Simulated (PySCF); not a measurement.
PySCF input for SiCl4, SMILES Cl[Si](Cl)(Cl)Cl, TDDFT-CAM-B3LYP/def2-SVPD. The structure is a stationary point at B3LYP-D3(BJ)/def2-SVP. The isomer is the one that the SMILES or the coordinates give; other isomers of the formula were not compared.

```python
import numpy as np
from pyscf import gto, scf, dft, tdscf

mol = gto.M(
    atom='''
    Cl    1.18141824   -1.18141824    1.18141824
    Si    0.00000000    0.00000000    0.00000000
    Cl   -1.18141824   -1.18141824   -1.18141824
    Cl   -1.18141824    1.18141824    1.18141824
    Cl    1.18141824    1.18141824   -1.18141824
    ''',
    basis='def2-SVPD',
    charge=0,
    spin=0,
    symmetry=True,
    max_memory=1600,
    verbose=4,
)
mf = dft.RKS(mol, xc='cam-b3lyp').density_fit(auxbasis='def2-universal-jkfit')
mf.grids.level = 3
mf.conv_tol = 1e-9
mf.max_cycle = 100
mf.kernel()
mf.grids = dft.Grids(mol).set(level=1).build(with_non0tab=True)  # coarser grid for the response kernel
td = tdscf.TDDFT(mf)
td.singlet = True
td.nstates = 10
td.conv_tol = 1e-4
td.kernel(x0=td.get_init_guess(mf, 15))
td.analyze()
tt = tdscf.TDA(mf)
tt.singlet = False
tt.nstates = 4
tt.conv_tol = 1e-4
tt.kernel(x0=tt.get_init_guess(mf, 9))
tt.analyze(verbose=3)
```

Log of the run:

```
PySCF version 2.14.0

[INPUT] verbose = 4
[INPUT] num. atoms = 5
[INPUT] num. electrons = 82
[INPUT] charge = 0
[INPUT] spin (= nelec alpha-beta = 2S) = 0
[INPUT] symmetry True subgroup None
[INPUT] Mole.unit = angstrom
[INPUT] Symbol           X                Y                Z      unit          X                Y                Z       unit  Magmom
[INPUT]  1 Cl     1.181418240000  -1.181418240000   1.181418240000 AA    2.232556912166  -2.232556912166   2.232556912166 Bohr   0.0
[INPUT]  2 Si     0.000000000000   0.000000000000   0.000000000000 AA    0.000000000000   0.000000000000   0.000000000000 Bohr   0.0
[INPUT]  3 Cl    -1.181418240000  -1.181418240000  -1.181418240000 AA   -2.232556912166  -2.232556912166  -2.232556912166 Bohr   0.0
[INPUT]  4 Cl    -1.181418240000   1.181418240000   1.181418240000 AA   -2.232556912166   2.232556912166   2.232556912166 Bohr   0.0
[INPUT]  5 Cl     1.181418240000   1.181418240000  -1.181418240000 AA    2.232556912166   2.232556912166  -2.232556912166 Bohr   0.0

nuclear repulsion = 520.792562653819
point group symmetry = Td, use subgroup D2
symmetry origin: [0. 0. 0.]
symmetry axis x: [ 1.00000000e+00  9.61481343e-17 -2.88444403e-16]
symmetry axis y: [-9.61481343e-17  1.00000000e+00  9.61481343e-17]
symmetry axis z: [ 2.88444403e-16 -9.61481343e-17  1.00000000e+00]
num. orbitals of irrep A = 36
num. orbitals of irrep B1 = 32
num. orbitals of irrep B2 = 32
num. orbitals of irrep B3 = 32
number of shells = 54
number of NR pGTOs = 222
number of NR cGTOs = 132
basis = def2-SVPD
ecp = {}


[settings echo left out]
init E= -2130.41271405525
HOMO (B2) = -0.399220807795889  LUMO (A) = -0.0515399079025198  gap/eV = 9.46088
cycle= 1 E= -2129.82803763877  delta_E= 0.585  |g|= 0.511  |ddm|= 2.77
HOMO (B2) = -0.410530817991097  LUMO (A) = -0.0595084040263765  gap/eV = 9.55181
cycle= 2 E= -2129.80906509207  delta_E= 0.019  |g|= 0.599  |ddm|= 1.55
HOMO (B2) = -0.403574663396591  LUMO (A) = -0.0111234159581781  gap/eV = 10.67914
cycle= 3 E= -2129.90828065349  delta_E= -0.0992  |g|= 0.0191  |ddm|= 0.788
HOMO (B2) = -0.406413480004747  LUMO (A) = -0.0106435902013096  gap/eV = 10.76945
cycle= 4 E= -2129.90840352704  delta_E= -0.000123  |g|= 0.00663  |ddm|= 0.0389
HOMO (B2) = -0.405207959571015  LUMO (A) = -0.00938791987727861  gap/eV = 10.77081
cycle= 5 E= -2129.90841718716  delta_E= -1.37e-05  |g|= 0.00144  |ddm|= 0.0127
HOMO (B2) = -0.405472400679586  LUMO (A) = -0.00961812569558051  gap/eV = 10.77174
cycle= 6 E= -2129.90841795786  delta_E= -7.71e-07  |g|= 0.000167  |ddm|= 0.00274
HOMO (B2) = -0.405461928043032  LUMO (A) = -0.00961254539966983  gap/eV = 10.77161
cycle= 7 E= -2129.90841797502  delta_E= -1.72e-08  |g|= 2.33e-05  |ddm|= 0.000402
HOMO (B2) = -0.405464618989309  LUMO (A) = -0.0096126438087123  gap/eV = 10.77168
cycle= 8 E= -2129.90841797545  delta_E= -4.33e-10  |g|= 2.62e-06  |ddm|= 7.83e-05
HOMO (B2) = -0.405464393462927  LUMO (A) = -0.00961254973147141  gap/eV = 10.77168
Extra cycle  E= -2129.90841797544  delta_E= 7.73e-12  |g|= 1.53e-06  |ddm|= 7.29e-06
converged SCF energy = -2129.90841797544
tot grids = 31680


******** <class 'pyscf.tdscf.rks.TDDFT'> for <class 'pyscf.df.df_jk.DFSymAdaptedRKS'> ********
nstates = 10 singlet
deg_eia_thresh = 1.000e-03
wfnsym = None
conv_tol = 0.0001
eigh lindep = 1e-12
eigh level_shift = 0
eigh max_cycle = 100


Excitation energies (eV)
[7.29310573 7.29310573 7.29310573 8.17835606 8.17835606 8.17835606
 8.19681951 8.19681951 8.68903783 8.80606042]

** Singlet excitation energies and oscillator strengths **
Excited State   1:   B1      7.29311 eV    170.00 nm  f=0.0000
      39 -> 42       -0.66880
      39 -> 43        0.13551
Excited State   2:   B2      7.29311 eV    170.00 nm  f=0.0000
      40 -> 42        0.66880
      40 -> 43       -0.13551
Excited State   3:   B3      7.29311 eV    170.00 nm  f=0.0000
      41 -> 42        0.66880
      41 -> 43       -0.13551
Excited State   4:   B1      8.17836 eV    151.60 nm  f=0.1037
      35 -> 44       -0.11306
      36 -> 42       -0.64343
      36 -> 43        0.13755
Excited State   5:   B3      8.17836 eV    151.60 nm  f=0.1037
      34 -> 46        0.13661
      38 -> 42        0.64343
      38 -> 43       -0.13755
Excited State   6:   B2      8.17836 eV    151.60 nm  f=0.1037
      35 -> 45        0.12356
      37 -> 42       -0.64343
      37 -> 43        0.13755
Excited State   7:    A      8.19682 eV    151.26 nm  f=0.0000
      35 -> 42       -0.57970
      35 -> 43        0.11428
      39 -> 44       -0.16142
      40 -> 45        0.12348
      41 -> 46       -0.28490
Excited State   8:    A      8.19682 eV    151.26 nm  f=0.0000
      34 -> 42       -0.57970
      34 -> 43        0.11428
      39 -> 44       -0.23578
      40 -> 45       -0.25769
Excited State   9:    A      8.68904 eV    142.69 nm  f=0.0000
      39 -> 44        0.37456
      39 -> 47       -0.12558
      40 -> 45       -0.37456
      40 -> 48        0.12558
      41 -> 46       -0.37456
      41 -> 49        0.12558
Excited State  10:   B1      8.80606 eV    140.79 nm  f=0.0000
      40 -> 46        0.45479
      40 -> 49       -0.14502
      41 -> 45        0.45479
      41 -> 48       -0.14502

** Transition electric dipole moments (AU) **
state          X           Y           Z        Dip. S.      Osc.
  1         0.0000     -0.0000     -0.0000      0.0000      0.0000
  2        -0.0000     -0.0000      0.0000      0.0000      0.0000
  3        -0.0000      0.0000     -0.0000      0.0000      0.0000
  4         0.0000      0.0000     -0.7195      0.5177      0.1037
  5         0.7195      0.0000      0.0000      0.5177      0.1037
  6         0.0000     -0.7195     -0.0000      0.5177      0.1037
  7         0.0000     -0.0000     -0.0000      0.0000      0.0000
  8         0.0000     -0.0000      0.0000      0.0000      0.0000
  9         0.0000      0.0000     -0.0000      0.0000      0.0000
 10        -0.0000      0.0000     -0.0000      0.0000      0.0000

** Transition velocity dipole moments (imaginary part, AU) **
state          X           Y           Z        Dip. S.      Osc.
  1        -0.0000      0.0000     -0.0000      0.0000      0.0000
  2         0.0000     -0.0000     -0.0000      0.0000      0.0000
  3        -0.0000     -0.0000      0.0000      0.0000      0.0000
  4         0.0000     -0.0000     -0.2178      0.0474      0.1052
  5         0.2178      0.0000     -0.0000      0.0474      0.1052
  6        -0.0000     -0.2178     -0.0000      0.0474      0.1052
  7         0.0000      0.0000      0.0000      0.0000      0.0000
  8         0.0000     -0.0000     -0.0000      0.0000      0.0000
  9         0.0000     -0.0000      0.0000      0.0000      0.0000
 10         0.0000      0.0000     -0.0000      0.0000      0.0000

** Transition magnetic dipole moments (imaginary part, AU) **
state          X           Y           Z
  1        -0.0000      0.0000     -0.0757
  2         0.0000     -0.0757      0.0000
  3        -0.0757      0.0000     -0.0000
  4        -0.0000     -0.0000     -0.0000
  5        -0.0000     -0.0000     -0.0000
  6        -0.0000     -0.0000      0.0000
  7        -0.0000      0.0000     -0.0000
  8        -0.0000     -0.0000     -0.0000
  9         0.0000     -0.0000     -0.0000
 10         0.0000      0.0000     -0.5473


******** <class 'pyscf.tdscf.rks.TDA'> for <class 'pyscf.df.df_jk.DFSymAdaptedRKS'> ********
nstates = 4 triplet
deg_eia_thresh = 1.000e-03
wfnsym = None
conv_tol = 0.0001
eigh lindep = 1e-12
eigh level_shift = 0
eigh max_cycle = 100


Excitation energies (eV)
[6.84809105 6.84809105 6.84809105 7.46039171]

** Triplet excitation energies and oscillator strengths **
Excited State   1:   B1      6.84809 eV    181.05 nm  f=0.0000
Excited State   2:   B3      6.84809 eV    181.05 nm  f=0.0000
Excited State   3:   B2      6.84809 eV    181.05 nm  f=0.0000
Excited State   4:   B1      7.46039 eV    166.19 nm  f=0.0000
```

The calculation finished and met its thresholds.

Cost: about 4 core-minutes (a rough figure).
